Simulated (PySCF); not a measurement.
Computed with PySCF and rigid-rotor harmonic-oscillator thermochemistry at 1 bar. Table values come from the NASA 1993 polynomials. All species are closed-shell singlets. The harmonic model lacks anharmonicity and excited electronic states, which grow with temperature; levels with a mode under 35 cm⁻¹ are left out. The table's entry may be an old estimate for P2 (not checked at source).

Harmonic frequencies at PBE/def2-SVP (cm⁻¹): 783. Point group D∞h; S°(298 K) = 218.2 J/mol/K at this level.

### Question
Work out Cp and S° of gaseous P2 at 500, 800, 1200, 1600, 2000 K from these, and set them beside the table.

### Answer
| T (K) | Cp PBE/def2-SVP | Cp table | S° PBE/def2-SVP | S° table |
|---|---|---|---|---|
| 500 | 34.6 | 34.8 | 235.5 | 235.4 |
| 800 | 36.2 | 36.4 | 252.2 | 252.2 |
| 1200 | 36.8 | 37.1 | 267.0 | 267.1 |
| 1600 | 37.1 | 37.4 | 277.6 | 277.8 |
| 2000 | 37.2 | 37.7 | 285.9 | 286.2 |
Units J/mol/K.
